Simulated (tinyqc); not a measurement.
Worked calculation: UHF in the sto-3g basis, for CH2, spin multiplicity 1. Computed by tinyqc, a small Python program that keeps every step (integrals from PySCF). Settings: charge = 0, multiplicity = 1, basis = sto-3g, energy threshold = 1e-10, iteration cap = 66, orthogonalisation = symmetric, start = Wolfsberg-Helmholz matrix, DIIS depth = 4, method = UHF, break = 0.4. Command: `OMP_NUM_THREADS=1 python tinyqc.py 26816 26817 out.jsonl` (the two numbers bound the seeds that draw the settings). One thread of a shared host (Intel(R) Xeon(R) Processor @ 2.60GHz), about 0.2 s of CPU time with the checks.

Geometry (angstrom):
```
atom,x,y,z
C,0.000000,0.000000,0.000000
H,0.000000,1.049000,0.660000
H,0.000000,-1.102000,0.693000
```

Stop when the energy changes by less than 1e-10 hartree and every element of the error matrix X^T (F D S - S D F) X (for each spin) is below 3e-06.

Course of the cycle:
```
iteration,E (hartree),change,largest element of the error matrix
1,-38.13353374,-,1.84e-01
2,-38.34573631,-2.12e-01,3.38e-02
3,-38.35904166,-1.33e-02,1.48e-02
4,-38.36199467,-2.95e-03,7.91e-03
5,-38.36271946,-7.25e-04,4.64e-03
6,-38.36309893,-3.79e-04,1.81e-03
7,-38.36317620,-7.73e-05,2.56e-04
8,-38.36317820,-2.00e-06,7.96e-05
9,-38.36317837,-1.63e-07,1.52e-05
10,-38.36317837,-1.89e-09,1.32e-06
11,-38.36317837,-2.14e-11,6.62e-07
```

Can the last value be used, and what does the course show?

Yes. Converged in 11 iterations. PySCF UHF in the same basis, after a stability check = -38.36317837 hartree.
